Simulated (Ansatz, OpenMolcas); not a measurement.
## C2H6 (ethane): a line through the functionals

The species is C2H6 (8 atoms), meant as a singlet with charge 0. SMILES: `CC`. The shape is that of a PBE0-D4/def2-TZVP optimisation.

The vertical energy of the triplet above the singlet y, in eV, basis def2-SVPD; a is the functional's share of exact exchange. Programs: Ansatz 0.2.0, OpenMolcas 26.06.

| functional | program | a | y (eV) |
| --- | --- | --- | --- |
| BLYP | Ansatz | 0 | 8.55 |
| TPSS | OpenMolcas | 0 | 8.93 |
| B3LYP | Ansatz | 0.2 | ? |
| PBE0 | Ansatz | 0.25 | 9.07 |
| BHLYP | Ansatz | 0.5 | 9.49 |

**Question.** Fit y = c + s·a to the known rows and predict B3LYP.

**Answer.** 
1. Means of the 4 rows: a = 0.1875, y = 9.010.
2. Σ(Δa)² = 0.17188, Σ(Δa·Δy) = 0.255, so the slope is 0.255/0.17188 = 1.4836.
3. Intercept: 9.010 − (1.4836) × 0.1875 = 8.732. The largest residual of the fit is 0.20.
4. B3LYP: 8.732 + (1.4836) × 0.2 = 9.03 eV.

The run gave 8.98 eV, so the prediction is off by +0.05 eV, within the scatter of the fit. The rows mix families of semi-local functionals, which the line can't see.
